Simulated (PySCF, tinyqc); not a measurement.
The basis set: RHF and MP2 along a ladder of basis sets, for CH2, spin multiplicity 1. Computed by the program tinyqc with PySCF. Command: `OMP_NUM_THREADS=1 python tinyqc.py 114705 114706 out.jsonl`; one thread of a shared host (Intel(R) Xeon(R) Processor @ 2.60GHz), about 2 s.

Geometry (angstrom):

| atom | x | y | z |
|---|---|---|---|
| C | 0.0000 | 0.0000 | 0.0000 |
| H | 0.0000 | 0.8930 | 0.4830 |
| H | 0.0000 | -0.8930 | 0.4830 |

Same geometry throughout; the dipole is taken about the origin.

RHF and frozen-core MP2 in a ladder of bases:

| basis | functions | E(RHF) (hartree) | E(MP2 corr) (hartree) | HOMO (eV) | LUMO (eV) | dipole (debye) |
|---|---|---|---|---|---|---|
| sto-3g | 7 | -38.340971 | -0.029405 | -7.6822 | 6.2755 | 1.6527 |
| 3-21g | 13 | -38.636169 | -0.061968 | -9.4030 | 2.2560 | 2.2162 |
| 6-31g | 13 | -38.838793 | -0.061125 | -9.4186 | 2.0785 | 2.2564 |
| 6-31g** | 24 | -38.859211 | -0.107272 | -9.5839 | 2.1357 | 1.9549 |
| cc-pvdz | 24 | -38.862152 | -0.106424 | -9.7351 | 1.8331 | 1.9025 |
| aug-cc-pvdz | 41 | -38.866710 | -0.111977 | -9.9410 | 0.7412 | 1.8648 |
| cc-pvtz | 58 | -38.877241 | -0.136465 | -9.8985 | 1.4180 | 1.8825 |

From cc-pVDZ to cc-pVTZ the RHF energy falls by 15.1 mhartree and the correlation energy by 30.0. If valence correlation converges as X^-3, (27 E(T) - 8 E(D))/19 gives -0.1491 hartree, a rough estimate from such small X that usually falls short; STO-3G holds about 20 % of it. Beyond STO-3G the LUMO moves by 1.5 eV and the HOMO by 0.5 eV. The restricted reference is unstable here: a spin-polarised solution lies 0.0316 hartree lower (PySCF, cc-pVDZ), so results built on it describe a poor reference.
